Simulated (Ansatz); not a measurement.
## HAl–C–O, singlet: reading a ladder of total energies

Geometry: displaced at random from a stationary point.

```xyz
4

Al   -0.0123   -0.1216    1.4243
C    -0.0131    0.1645   -0.7688
O     0.0348   -0.0129   -1.9166
H    -0.0679    1.4989    1.4571
```

Basis cc-pVDZ; Ansatz 0.2.0. Only valence electrons are correlated (noble-gas cores frozen), which leaves 14 electrons in 44 orbitals. R marks a restricted (for open shells ROHF) determinant.

Full CI isn't at hand for all of this; RCCSDT(Q) serves as the reference, and is uncertain by about the last step of the cluster series.

Runs differ by some tens of microhartree through their thresholds, so steps under 0.03 kcal/mol mean nothing.

| level | total energy (hartree) |
| --- | --- |
| RHF | -355.185096 |
| RMP2 | -355.543969 |
| RCCSD | -355.566465 |
| RCCSD(T) | -355.581727 |
| RCCSDT | -355.582752 |
| RCCSDT(Q) | -355.584331 |

What is the correlation energy at RCCSDT(Q), and what share of it do RMP2 and RCCSD recover?

E(corr) = -355.584331 − (-355.185096) = -0.399235 hartree = -10.864 eV. RMP2: -0.358873 / -0.399235 = 89.89 %. RCCSD: -0.381369 / -0.399235 = 95.52 %.

By how many kcal/mol does RCCSD(T) miss RCCSDT(Q) (1 hartree = 627.509 kcal/mol), and which steps make up the rest?

-355.581727 − (-355.584331) = 0.002604 hartree = 1.63 kcal/mol. Steps: RCCSDT − RCCSD(T) = -0.64, RCCSDT(Q) − RCCSDT = -0.99 kcal/mol. Differences between like states or geometries often cancel part of this.
